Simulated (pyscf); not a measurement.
PySCF, gas phase, ωB97X-D3(BJ)/def2-SVP geometries.

Task: For Cl–Ga(Cl)–Cl (SMILES [Cl][Ga]([Cl])[Cl]) + H₂C=CH₂ (SMILES C=C) -> Cl–CH₂–CH₂–Ga(Cl)–Cl (SMILES ClC[CH2][Ga]([Cl])[Cl]), an addition across a multiple bond or ene-type step (singlet surface; Cl–Ga broken, C–Cl, C–Ga formed), PBE/def2-TZVP gives ΔE‡ = 7.8 kcal/mol and ΔE = +2.0 kcal/mol (zero: the separated reactants). In which direction and how far do r²SCAN/def2-TZVP, PBE0-D3(BJ)/def2-TZVP, ωB97M-D3(BJ)/def2-TZVP move these?

Result: r²SCAN: ΔE‡ = 6.0 kcal/mol, ΔE = +1.4 kcal/mol; PBE0-D3(BJ): ΔE‡ = 6.0 kcal/mol, ΔE = -1.8 kcal/mol; ωB97M-D3(BJ): ΔE‡ = 11.4 kcal/mol, ΔE = +2.7 kcal/mol. PBE's barrier lies among them. Its reaction energy lies among theirs. On the reactant side the descent ends in a bound adduct (not fully relaxed), 15.1 kcal/mol under the separated species and 22.8 kcal/mol under the saddle at ωB97X-D3(BJ)/def2-TZVP. What is counted as broken (Cl–Ga) persists as a longer contact in the product adduct; parting that adduct is a step of its own. At ωB97X-D3(BJ)/def2-TZVP the barrier from the zero used here is 7.7 kcal/mol. Cl–CH₂–CH₂–Ga(Cl)–Cl is closed by a dative Cl–Ga contact. One saddle was located; it need not be the lowest between these sides. Elements up to Kr have no core potential and no relativistic terms here.
